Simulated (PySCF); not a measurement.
# Ionisation energy of O by level of theory

O [He] 2s2 2p4 (3P) → O⁺ [He] 2s2 2p3 (4S), as a difference of total energies. Calculation: PySCF 2.14, in Sapporo-DZP-2012 (4s3p1d, 18 functions); scalar relativity by spin-free X2C-1e. Correlated levels: valence: 1s2 frozen. The calculations carry no spin-orbit coupling.

| method | ionisation energy (eV) |
| --- | --- |
| UHF | 11.961 |
| PBE | 13.797 |
| r2SCAN | 13.562 |
| MP2 (valence) | 12.904 |
| SCS-MP2 (valence) | 12.919 |
| CCSD (valence) | 12.892 |
| CCSD(T) (valence) | 12.900 |

Errors of the correlated levels include the incompleteness of this basis and the frozen core.

Problem. Which method comes closest to the reference value, and which is furthest?

Solution. The reference is 13.608 eV (measured; NIST levels, between the centres of gravity of the two terms). Closest: r2SCAN (error -0.046 eV); furthest: UHF (error -1.647 eV).
